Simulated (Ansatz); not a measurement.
## Scan of [GeH3···H···H], doublet

Starting geometry:

```yaml
atoms:
  - { symbol: Ge, position_ang: [-0.0337, 0.0000, 0.0000] }
  - { symbol: H, position_ang: [-0.5451, 1.4466, 0.0000] }
  - { symbol: H, position_ang: [-0.5451, -0.7233, 1.2528] }
  - { symbol: H, position_ang: [-0.5451, -0.7233, -1.2528] }
  - { symbol: H, position_ang: [1.5007, 0.0000, 0.0000] }
  - { symbol: H, position_ang: [2.5613, 0.0000, 0.0000] }
```

From there H5 is moved from one fragment to the other while all else, the fragments' distance too, stays fixed; atoms are numbered as listed. Energies are in kcal/mol, counted from the starting geometry at the same level. Kohn–Sham curves are unrestricted where that lies lower.

Basis cc-pVTZ; Ansatz 0.2.0. Correlated methods freeze the noble-gas cores and the filled d shells of p-block atoms. R marks a restricted (for open shells ROHF) determinant, U an unrestricted one. No spin–orbit coupling is included, and no scalar relativity.

Full CI isn't at hand for all of this; UCCSDT(Q) serves as the reference, and is uncertain by about the last step of the cluster series.

| distance Ge1-H5 (Å) | PBE |
| --- | --- |
| 1.534 | 0.0 |
| 1.579 | -2.1 |
| 1.670 | -5.5 |
| 1.760 | -8.0 |
| 1.850 | -8.1 |

Q: Estimate the UCCSDT(Q) curve in cc-pVTZ from this one, knowing how PBE errs.

A: The computed UCCSDT(Q) values, in kcal/mol from the starting point, and the error of PBE against them:
```
distance Ge1-H5 (Å)  UCCSDT(Q)  PBE less UCCSDT(Q)
              1.534        0.0                 0.0
              1.579       -1.7                -0.3
              1.670       -5.0                -0.5
              1.760       -8.1                 0.1
              1.850       -9.5                 1.5
```

The error spans 2.0 kcal/mol and is largest, 1.5 kcal/mol, at 1.850 Å.

Functionals correlate the shells that the reference freezes, so part of their error here is the reference's.
